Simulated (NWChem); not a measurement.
A calculation on nitrogen (N2)

```xyz
2

N      0.0000     0.0000     0.5502
N      0.0000     0.0000    -0.5502
```
Charge 0, spin multiplicity 1.

All runs are NWChem calculations. The geometry was optimised at B3LYP/def2-SVP, a minimum by its harmonic frequencies.

Symmetry labels belong to the abelian group D2h used in the runs, with the axes of the coordinates shown; states degenerate in a higher group split over its labels.

Task: List the lowest 3 singlet excitations that CIS/aug-cc-pVDZ gives, with oscillator strengths.

Result: 
```csv
state,symmetry,energy (eV),wavelength (nm),f
1,au,8.46,147,0.000
2,au,9.02,137,0.000
3,b1u,9.02,137,0.000
```
